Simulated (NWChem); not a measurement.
# ethylene (C2H4); SMILES C=C

Computed with NWChem. All runs use the structure optimised with PBE0/def2-SVP. Ions are spin-unrestricted doublets at the neutral geometry. Hybrids' shares of exact exchange are those that their runs print; pure functionals count as 0. The functionals differ in more than this share.

```csv
row,share of exact exchange,ΔSCF ionisation energy minus −ε(HOMO) (eV)
PBE/def2-TZVP,0.00,3.90
B3LYP/def2-TZVP,0.20,2.92
PBE0/def2-TZVP,0.25,withheld
M06-2X/def2-TZVP,0.54,1.36
```

Problem. Fit a straight line of the last column on the one before it, predict the withheld value, and compare with the run.

Solution. 
1. Means of the 3 shown rows: x = 0.247, y = 2.727. Slope Σ(x − x̄)(y − ȳ)/Σ(x − x̄)² = -0.6993/0.1491 = -4.691; intercept 3.884.
2. The shown rows scatter about the line by 0.018 (root mean square); the largest residual is -0.03, at B3LYP/def2-TZVP.
3. At x = 0.25 (PBE0/def2-TZVP; inside the shown range) the line gives 2.71.
4. The run gives 2.60, -0.11 from the line. The line crosses zero at a share of 0.83, outside the shown range.
